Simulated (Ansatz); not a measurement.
System: fcc Al. Method: rVV10 (plane waves, PAW; Ansatz, a first-principles code).

Numerical settings: plane-wave cutoff 520 eV, 24×24×24 k mesh, Fermi–Dirac smearing 0.05 eV, scalar-relativistic PAW data made under PBE.

Pressure at four volumes; x = ln(V/16.310 Å³). One pressure is withheld.

```tsv
V (Å³/atom)	x	P (GPa)
15.331	-0.0619	5.57
16.310	0.0000	-0.01
16.962	0.0392	-2.78
17.288	0.0582	?
```

Problem. Pass a parabola P(x) through the three rows shown, estimate the bulk modulus and its pressure derivative near zero pressure, and predict the withheld pressure.

Solution. Slopes between the rows: (-0.01 − (5.57))/(0.0000 − (-0.0619)) = -90.15 and (-2.78 − (-0.01))/(0.0392 − (0.0000)) = -70.66 GPa. Their difference over the span 0.1011 is c = 19.49/0.1011 = 192.8 GPa, so P(x) = 5.57 + (-90.15)(x − (-0.0619)) + 192.8 (x − (-0.0619))(x − (0.0000)). At the middle row B = −dP/dx = −[-90.15 + 192.8 × 0.0619] = 78.2 GPa, and B′ = dB/dP = 2c/B = 4.9. At x = 0.0582 the parabola gives -3.91 GPa; the run gives -3.93 GPa. The Birch–Murnaghan fit to the energies at all volumes has B0 = 77.7 GPa and B′ = 4.8.

Measured, for comparison: bulk modulus 80.8 GPa (corrected for temperature and zero-point phonon effects, our sources range from 77.1 to 82.0; as tabulated in Levämäki et al. (2014), arXiv:1402.3671). Computed (rounded) less measured: bulk modulus -4 % (inside the range of the sources held).
